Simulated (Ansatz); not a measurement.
Run this with Ansatz 0.2.0 through its Python package and show what comes out.

Input file `c2h4os.xyz`:
```text
8

C     0.17010    1.01090   -0.04440
O     0.63870   -0.21460    0.34890
C    -0.17630   -1.26710    0.05440
S     0.47450   -2.75920    0.50850
H     0.84560    1.82020    0.20700
H    -0.01410    1.09570   -1.14320
H    -0.79830    1.26010    0.45820
H    -1.04810   -1.00310   -0.44530
```

`c2h4os_scan.py`
```python
"""Potential curve of C2H4OS along one bond."""

import logging
import sys

import ansatz
import numpy as np

logging.basicConfig(stream=sys.stdout, format="%(name)s: %(message)s")
log = logging.getLogger("run")
log.setLevel(logging.INFO)

molecule = ansatz.Crystal.molecule_from_extxyz("c2h4os.xyz")

symbols = [site.symbol for site in molecule.cartesian_sites]
start = np.array([site.position_ang for site in molecule.cartesian_sites])
axis = (start[1] - start[0]) / np.linalg.norm(start[1] - start[0])
moving = [1, 2, 3, 7]
lengths, energies = [1.205, 1.26, 1.315, 1.37, 1.425, 1.479, 1.534, 1.616], []
for length in lengths:
    xyz = start.copy()
    xyz[moving] += (length - np.linalg.norm(start[1] - start[0])) * axis
    point = ansatz.Crystal.molecule()
    for symbol, xyz in zip(symbols, xyz):
        point = point.atom(symbol, xyz.tolist())
    model = point.calculation()
    model = model.basis(gaussian="cc-pVDZ")
    model = model.functional("HF")
    rep = model.run(threads=1).report
    energies.append(rep["free_energy_ev"])
    log.info(f"r = {length:6.3f} A  E = {energies[-1]:.5f} eV  <S^2> = {abs(rep['mean_field']['state']['spin_squared']):.3f}")

# quartic fit about the minimum
fit = np.polynomial.Polynomial.fit(lengths, np.array(energies) - min(energies), 4).convert()
roots = [r.real for r in fit.deriv().roots() if abs(r.imag) < 1e-9 and fit.deriv(2)(r.real) > 0]
r_e = min(roots, key=lambda r: abs(r - lengths[int(np.argmin(energies))]))
log.info(f"minimum of the fit at {r_e:.4f} A, force constant {fit.deriv(2)(r_e):.2f} eV/A^2")
```

`python c2h4os_scan.py` gives:
```text
run: r =  1.205 A  E = -14976.43677 eV  <S^2> = 0.000
run: r =  1.260 A  E = -14977.05004 eV  <S^2> = 0.000
run: r =  1.315 A  E = -14977.40025 eV  <S^2> = 0.000
run: r =  1.370 A  E = -14977.55523 eV  <S^2> = 0.000
run: r =  1.425 A  E = -14977.56655 eV  <S^2> = 0.000
run: r =  1.479 A  E = -14977.47583 eV  <S^2> = 0.000
run: r =  1.534 A  E = -14977.30903 eV  <S^2> = 0.000
run: r =  1.616 A  E = -14976.96766 eV  <S^2> = 0.000
run: minimum of the fit at 1.4013 A, force constant 39.36 eV/A^2
```

What to keep in mind:
- Total energies depend on the basis set; only differences at equal settings carry meaning.
- The rest of the molecule is held rigid at a force-field or estimated start geometry, and the basis set is modest; single-reference methods fail as a bond breaks.
- Hartree-Fock leaves correlation out, so bond, atomisation and ionisation energies come out well too low.
- The orbitals are restricted, so S² is zero by construction.
- Hardware and time: 5.1 s on 1 thread of Arm Neoverse V2, with other jobs on the host, peak memory 0.19 GiB.

(Lines on the test bed's own set-up are left out of the output.)
